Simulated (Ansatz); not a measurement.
`N[Si]F` + HCl → `N[Si]Cl` + H–F  (ligand exchange at the Si–F bond)

Gas-phase electronic energies from Ansatz, PBE0-D4/def2-TZVP geometries. CBS: def2 TZ/QZ extrapolation, frozen cores. DFT in def2-TZVPP. Each species was taken in one conformer, which may not be the lowest.

Question: Is it downhill or uphill in electronic energy at CCSD(T)/CBS, and by how much? (Estimate.)

Answer: Ansatz gave: Uphill: ΔE = +33.1 kJ/mol.

Question: What do these levels give: ωB97X-V, ωB97M-V, BLYP, CAM-B3LYP, LC-ωPBE, MP2/def2-SVP, CCSD/def2-SVP, CCSD(T)/def2-SVP, HF/def2-TZVPP, CCSD(T)/def2-TZVPP, SCS-MP2/def2-QZVPP, CCSD/CBS(def2)? (An estimate is asked.)

Answer: The calculation gave: ωB97X-V 39.6, ωB97M-V 37.5, BLYP 42.8, CAM-B3LYP 47.4, LC-ωPBE 40.3, MP2/def2-SVP 37.0, CCSD/def2-SVP 40.2, CCSD(T)/def2-SVP 38.9, HF/def2-TZVPP 46.5, CCSD(T)/def2-TZVPP 37.5, SCS-MP2/def2-QZVPP 36.4, CCSD/CBS(def2) 36.8 kJ/mol.

Largest T1 diagnostic among the species: 0.014.

In def2-TZVPP, CCSD(T) changes the Hartree–Fock value by −9.0 kJ/mol (the triples alone add −2.7 kJ/mol) and MP2 by −14.4 kJ/mol. The D4 term adds −5.1 kJ/mol with B3LYP and −2.6 kJ/mol with PBE0; it sums over pairs of atoms, weighted by their polarisabilities, and B3LYP, whose exchange is more repulsive, gets the larger term. At CCSD(T), def2-SVP lies +5.8 kJ/mol from the extrapolated value and def2-TZVPP +4.4 kJ/mol.

B3LYP here is the variant with VWN-RPA as its local correlation; programs differ in this.
